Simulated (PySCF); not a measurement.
AlSi: frontier orbitals

CAM-B3LYP at R = 2.431 Å; PySCF, no relativity, basis sets Al 6-311G(d,p), Si 6-311G(d,p). State: ⁴Σ⁻ (quartet), unpaired electrons σ ↑, π ↑↑. Only the outer orbitals are listed, counted within each symmetry.

| spin | orbital | occ. | ε (eV) | on Al (%) | main shells (%) |
| --- | --- | --- | --- | --- | --- |
| α | 7σ | 1 | -15.30 | 23 | 74 Si s, 18 Al s |
| α | 8σ | 1 | -10.38 | 64 | 62 Al s, 19 Si s, 17 Si p |
| α | 9σ | 1 | -6.79 | 53 | 45 Si p, 38 Al p, 14 Al s |
| α | 3π | 1 | -6.72 | 22 | 78 Si p, 21 Al p |
| α | 3π | 1 | -6.72 | 22 | 78 Si p, 21 Al p |
| α | 4π | 0 | -0.73 | 81 | 80 Al p, 19 Si p |
| α | 4π | 0 | -0.73 | 81 | 80 Al p, 19 Si p |
| α | 10σ | 0 | 1.33 | 97 | 90 Al p, 14 Si p |
| β | 7σ | 1 | -13.04 | 32 | 66 Si s, 27 Al s |
| β | 8σ | 1 | -8.77 | 66 | 64 Al s, 27 Si s |
| β | 9σ | 0 | -1.87 | 48 | 49 Si p, 38 Al p, 10 Al s |
| β | 3π | 0 | -1.83 | 55 | 54 Al p, 45 Si p |
| β | 3π | 0 | -1.83 | 55 | 54 Al p, 45 Si p |

Question: Which are the highest filled and the lowest empty level, where do they sit, and how wide is the gap?

Answer: Highest filled α 3π at -6.72 eV (in %: 78 Si p, 21 Al p); lowest empty β 9σ at -1.87 eV (in %: 49 Si p, 38 Al p, 10 Al s); the gap at CAM-B3LYP is 4.85 eV.

```
bond order (Mayer)                               : 1.38
⟨S²⟩                                             : 3.756
charge on Al (Mulliken, basis-dependent)         : 0.19
charge on Al (Löwdin, basis-dependent)           : 0.10
dipole moment (positive dipole means Al(−)Si(+)) : -1.76 D
polarisability along the bond                    : 127.7 bohr³
polarisability across the bond                   : 45.9 bohr³
```

The state was picked by a PBE0 search and need not be the measured ground state.
